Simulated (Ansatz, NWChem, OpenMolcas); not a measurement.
## C2F4 (tetrafluoroethylene): the vertical energy of the triplet above the singlet, rung by rung

C2F4 has 6 atoms, charge 0, and is taken as a singlet. As SMILES, `FC(F)=C(F)F`. Geometry: relaxed at PBE0-D4/def2-TZVP.

```xyz
6

F     1.1692   -1.1345   -0.7080
C     0.2025   -0.6402    0.0257
F    -0.3375   -1.5206    0.8323
C    -0.1884    0.6188   -0.0411
F     0.3515    1.4993   -0.8476
F    -1.1552    1.1131    0.6926
```

Quantity: the vertical energy of the triplet above the singlet, in eV. The values are calculated.

```json
{"level": "HF/6-31G* (spherical functions)", "kind": "Hartree–Fock", "program": "Ansatz", "value (eV)": "4.14", "CPU time (all runs)": "6.4 s"}
{"level": "PBE/6-31G* (spherical functions)", "kind": "GGA", "program": "NWChem", "value (eV)": "4.82", "CPU time (all runs)": "35 s"}
{"level": "M06-L/6-31G* (spherical functions)", "kind": "meta-GGA", "program": "NWChem", "value (eV)": "5.00", "CPU time (all runs)": "42 s"}
{"level": "B3LYP/6-31G* (Cartesian functions)", "kind": "global hybrid", "program": "OpenMolcas", "value (eV)": "4.78", "CPU time (all runs)": "57 s"}
{"level": "HSE06/6-31G* (spherical functions)", "kind": "range-separated hybrid", "program": "Ansatz", "value (eV)": "4.75", "CPU time (all runs)": "20 s"}
{"level": "PBE-QIDH/6-31G* (spherical functions)", "kind": "double hybrid", "program": "Ansatz", "value (eV)": "4.86", "CPU time (all runs)": "26 s"}
{"level": "RPA@PBE/6-31G* (spherical functions)", "kind": "RPA", "program": "Ansatz", "value (eV)": "5.00", "CPU time (all runs)": "24 s"}
{"level": "MP2/6-31G* (spherical functions)", "kind": "perturbation theory", "program": "NWChem", "value (eV)": "5.21", "CPU time (all runs)": "71 s"}
{"level": "CCSD/6-31G* (spherical functions)", "kind": "coupled cluster or CI", "program": "Ansatz", "value (eV)": "4.99", "CPU time (all runs)": "99 s"}
```

The values span 4.14 to 5.21 eV. Times are those of the runs behind each value, whatever else they computed, on shared processors of several kinds: orders of magnitude only.
